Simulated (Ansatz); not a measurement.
Rock-salt RbBr was calculated with r²SCAN0 in Ansatz (plane waves, PAW).

Run with plane-wave cutoff 520 eV, 6×6×6 k mesh, Fermi–Dirac smearing 0.01 eV, scalar-relativistic PAW data made under PBE.

The cell is scaled about its equilibrium volume:

```tsv
V (Å³/atom)	P (GPa)	direct gap at Γ (eV)
39.199	0.82	6.616
40.283	0.35	6.539
41.263	-0.01	6.472
42.294	-0.34	6.406
43.326	-0.62	6.343
```

A straight line through the gaps at Γ against ln V gives a volume deformation potential dE_g(Γ)/d ln V of -2.7 eV: the gap at Γ widens under compression.

Measured, for comparison: band gap 7.2 eV (temperature not stated, no zero-point or thermal correction; as tabulated in Aguado et al. (1998), arXiv:cond-mat/9809176).

Spin–orbit coupling is not included.

Ansatz is a quantum-chemistry and plane-wave program.
